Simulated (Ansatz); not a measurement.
System: bcc K. Method: PBE in Ansatz (plane waves, PAW).

Numerical settings: plane-wave cutoff 500 eV, 20×20×20 k mesh, Fermi–Dirac smearing 0.1 eV, scalar-relativistic PAW data made under PBE.

Computed at the level's own relaxed cell.

What does this level give for the volume per atom and lattice parameter a?


* **volume per atom**: 73.60 Å³/atom
* **lattice parameter a**: 5.280 Å

Measured, for comparison: equilibrium volume per atom 70.79 Å³/atom, lattice constant a 5.212 Å (low-temperature or extrapolated to 0 K; zero-point anharmonic expansion removed; as tabulated in Csonka et al. (2009), arXiv:0903.4037). Computed (rounded) less measured: equilibrium volume per atom +4.0 %, lattice constant a +1.3 %.

Ansatz is a quantum-chemistry and plane-wave program.
